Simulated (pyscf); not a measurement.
Elementary routes open to •HN–SiH₂–NH₂ (SMILES [NH][SiH2]N) + NH₃ (SMILES N) in the gas phase (doublet surface):
A. •HN–SiH(NH₂)–NH₂ (SMILES [NH][SiH](N)N) + H₂ (SMILES [H][H]) (H–Si, H–N broken; N–Si, H–H formed)
B. H₂N–SiH₂–NH₂ (SMILES N[SiH2]N) + NH₂• (SMILES [NH2]) (H–N broken; H–N formed)

Structures and frequencies: ωB97X-D3(BJ)/def2-SVP in PySCF.

Q: Rank the routes by free-energy barrier at 900 K, lowest first, for ωB97M-D3(BJ)/def2-TZVP energies (ideal gas, 1 atm, RRHO with modes under 100 cm⁻¹ raised to 100, one conformer, R ln 2 for chiral ones without a mode under 150 cm⁻¹).

A: B (37.0 kcal/mol), A (81.0 kcal/mol)

Route B is the fastest of these, ahead of the next by 44.0 kcal/mol. The most stable products are those of A (ΔG = -11.4 kcal/mol), whose barrier is 44.0 kcal/mol higher: the kinetic and the thermodynamic product differ. At 298 K B is still the fastest. Only these routes are compared; each barrier is that of the saddle found, and lower ones may exist.
